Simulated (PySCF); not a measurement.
Process, species as SMILES: C=CC → C=[C-]C + H+
B3LYP-D3(BJ)/def2-TZVP geometries, fixed; electronic energies without zero-point terms.

Effect of the SCF energy threshold at M06-2X/aug-cc-pVTZ with PySCF, against the last row, where the deprotonation energy is 412.86 kcal/mol. The proton leaves the site shown, which need not be the most acidic.

| setting | SCF cycles, largest species | largest shift of a total energy (mEh) | shift of the deprotonation energy (kcal/mol) |
|---|---|---|---|
| conv_tol: 1e-4 | 5 | 0.017 | 0.008 |
| conv_tol: 1e-5 | 6 | 0.000 | 0.000 |
| conv_tol: 1e-6 | 7 | 0.000 | 0.000 |
| conv_tol: 1e-7 | 7 | 0.000 | 0.000 |
| conv_tol: 1e-11 | 11 | 0.000 | 0.000 |

Within 0.02 kcal/mol in the deprotonation energy: conv_tol: 1e-4; conv_tol: 1e-5; conv_tol: 1e-6; conv_tol: 1e-7. The largest shift is 0.017 mEh in a total energy and 0.008 kcal/mol in the difference.
